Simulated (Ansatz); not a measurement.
Species: CHO, SMILES `[CH]=O` (charge 0, multiplicity 2).

Task: Give a relaxed geometry from PBE-D3(BJ)/def2-TZVP (Ansatz, an electronic-structure program).

Result: the end point of this relaxation (outside a Z-matrix the atoms follow the SMILES, hydrogens last).
Cartesian coordinates (Å) in one orientation:
```xyz
3

C     -0.027     0.362     0.000
O      1.037    -0.155     0.000
H     -1.010    -0.207     0.000
```
